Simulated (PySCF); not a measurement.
Calculation: PySCF with B3LYP-D3(BJ)/def2-TZVP. Gas-phase values, no solvent. B3LYP has the VWN-RPA correlation part, as in Gaussian. 

Reference species (SMILES): `[SiH](Cl)(Cl)Cl` (neutral, multiplicity 1).

The dipole moment is 0.82 D.

Changed species: `Cl[Si](Cl)(Cl)Cl` (whole molecule; the reference has whole molecule).

Task: Give the shifts of the dipole moment.

Result: the dipole moment falls by 0.82 D, to 0.00 D.
